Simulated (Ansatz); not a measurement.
# BSiHO (singlet): wave-function methods side by side at a displaced geometry (v2), cc-pVDZ

Aim: climb from Hartree-Fock through coupled cluster and multireference methods for BSiHO (singlet) at one geometry and basis, and see what each rung misses.

Computed with Ansatz 0.2.0, Gaussian basis. Level: cc-pVDZ, core rule «outside noble gas», up to 7 orbitals frozen.

To be run: UHF; CCSD(T) on RHF; CCSD(T) on UHF; BCCD(T) on RHF; CISD; CCSDT(Q) on RHF; CCSDT(Q) on UHF; CASSCF and MRCISD+Q, 8 electrons in 8 orbitals; CASSCF and NEVPT2, 8 electrons in 8 orbitals.

14 further runs of the same task are left out: 6 that didn't finish, 8 set aside as unsound or not needed. Runs told in other sessions of the task aren't counted.

### Step 1. The geometry

The geometry is a PBE0/def2-TZVP stationary point (not a proven minimum) with its atoms shifted at random (size 0.100 Å).

4 atoms, charge 0, spin multiplicity 1.

Atoms are counted from 1 here; the program's logs count them from 0.

Bond lengths: O1–B2 1.205 Å, B2–Si3 2.042 Å, Si3–H4 1.468 Å. Angles: O1–B2–Si3 168.6°, B2–Si3–H4 88.1°.

### Step 2. UHF

in.yaml reads:

```yaml
crystal:
  periodic: [false, false, false]
  atoms:
    - {symbol: O, position_ang: [0.076315, 0.034989, 1.912210]}
    - {symbol: B, position_ang: [-0.088559, 0.060902, 0.718660]}
    - {symbol: Si, position_ang: [-0.011939, -0.092612, -1.316621]}
    - {symbol: H, position_ang: [0.071170, 1.371953, -1.374774]}
basis:
  gaussian: {orbitals: cc-pVDZ}
magnetization: {spin_polarized: true, initial_magnetization: 0}
hamiltonian: {xc: hf}
output: {orbitals: {seedname: orbitals}}
```

The run is started by

```
$ ansatz run in.yaml --threads 1 --pin off --events-out ev --progress --plain --max-ram 2393MiB
```

Further steps of the session: CCSD(T) on RHF; CCSD(T) on UHF; BCCD(T) on RHF; CISD; CCSDT(Q) on RHF; CCSDT(Q) on UHF; CASSCF and MRCISD+Q, 8 electrons in 8 orbitals; CASSCF and NEVPT2, 8 electrons in 8 orbitals.

Q: Predict the results of all the runs planned. Wanted: RCCSDT(Q) from the RHF energy; RMP2 from RCCSDT(Q); UMP2 from RCCSDT(Q); RCCSD from RCCSDT(Q); RCCSD(T) from RCCSDT(Q); UCCSD(T) from RCCSDT(Q); UCCSDT(Q) from RCCSDT(Q); T1 diagnostic.

As calculated:

| quantity | value |
| --- | --- |
| RCCSDT(Q) from the RHF energy | -10.3438 eV |
| RMP2 from RCCSDT(Q) | +1111.2 meV |
| UMP2 from RCCSDT(Q) | +1260.8 meV |
| RCCSD from RCCSDT(Q) | +424.3 meV |
| RCCSD(T) from RCCSDT(Q) | +67.3 meV |
| UCCSD(T) from RCCSDT(Q) | +74.6 meV |
| UCCSDT(Q) from RCCSDT(Q) | 0.0 meV |
| levels within 1 kcal/mol (43 meV) | RCCSDT, UCCSDT, UCCSDT(Q) |
| T1 diagnostic | 0.022 |

In words: RCCSD(T) misses by +67.3 meV, 0.7 % of the correlation energy. These misses are within one basis, not against nature.
